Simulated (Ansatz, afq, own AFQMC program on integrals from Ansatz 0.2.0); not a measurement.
AFQMC on a folder of integrals that Ansatz 0.2.0 wrote.

```yaml
crystal:
  periodic: [false, false, false]
  atoms:
    - {symbol: Si, position_ang: [-0.001020, -0.084167, 0.595981]}
    - {symbol: B, position_ang: [-0.001020, 0.091710, -1.332871]}
    - {symbol: H, position_ang: [-0.001020, 1.096764, 1.517850]}
    - {symbol: H, position_ang: [0.922687, -0.389950, -1.923502]}
    - {symbol: H, position_ang: [-0.882317, 0.654784, -1.904766]}
basis:
  gaussian: {orbitals: cc-pVDZ}
magnetization: {spin_polarized: true, initial_magnetization: 2}
correlation: {method: ccsd_t, electrons: outside_noble_gas, hamiltonian_folder: ham}
```

```sh
$ ansatz run in.yaml --threads 1 --pin off --events-out ev --progress --plain --max-ram 1382MiB
```

afq runs on the folder ham with

```
--method phaseless --trial cisd --walkers 60 --populations 1 --least-time 40 --time-step 0.005 --steps-per-block 50 --equilibration-blocks 40 --max-blocks 300 --target-error 0.00076 --factor-cut 1e-05 --start spin_pure --seed 1082 --release-times 0.24,0.51,0.99,1.62,2.4 --release-step 0.03 --release-every 4 --taylor-order 6
```

Times are imaginary, in 1/Eh. The walk had a cap of 1573 s.

Log:

```
orbitals 41  electrons 6 4  factors 319 of 444
reference energy -315.25780589 Eh
CCSD correlation -0.18688490 Eh in 14 cycles, weight of the determinant in the CISD state 0.8776
energy of the start -315.444076 Eh
 block  time / (1/Eh)  mean weight  energy / Eh
     1     0.250  0.9997  -315.441860
     2     0.500  1.0025  -315.443559
     3     0.750  0.9991  -315.444880
     4     1.000  1.0003  -315.446314
     5     1.250  0.9987  -315.446053
     9     2.250  0.9999  -315.447341
    21     5.250  1.0010  -315.453675
    41    10.250  1.0007  -315.449564
    61    15.250  0.9989  -315.449466
    81    20.250  0.9995  -315.449925
   101    25.250  0.9988  -315.455973
   116    29.000  0.9995  -315.445134
   121    30.250  0.9996  -315.451129
   131    32.750  1.0015  -315.462911
   141    35.250  0.9974  -315.450108
   161    40.250  0.9997  -315.450410
   181    45.250  1.0003  -315.457835
   196    49.000  1.0003  -315.449736
blocks merged  error / Eh  count
     1  0.000227  160
     2  0.000276  80
     4  0.000325  40
     8  0.000376  20
    16  0.000387  10
released: time / (1/Eh)  energy / Eh  error  mean overlap
  0.24  -315.451390  0.000430  0.9900
  0.51  -315.451122  0.000390  1.0012
  0.99  -315.451575  0.000450  0.9844
  1.62  -315.451251  0.000429  0.9963
  2.40  -315.452245  0.000671  0.9509
energy -315.451526 +/- 0.000376 Eh
(rows thinned)
```

The run passed its tests (sampling time, drift between the halves within three errors, error under three times the target), which doesn't prove that it has relaxed.

Against this walk (error 10.2 meV) on the same determinant: CCSD(T) 48.1 meV higher, CCSDT(Q) 5.2 meV higher (within the noise). The error is statistical and leaves out the bias of the constraint. Released to 2.40 1/Eh the energy moves by -20 ± 21 meV (both errors), within twice the noise.

Cautions: constraint bias not in the error; lower spins were not checked.

The walk took 4.3 min on 1 thread of Arm Neoverse V2, with other jobs on the host. The log's last line is the phaseless energy.

CCSDT and higher add their correlation energy to the determinant of the CCSD(T) run, since their own runs factorise the integrals more tightly (a shift of under 2 meV).
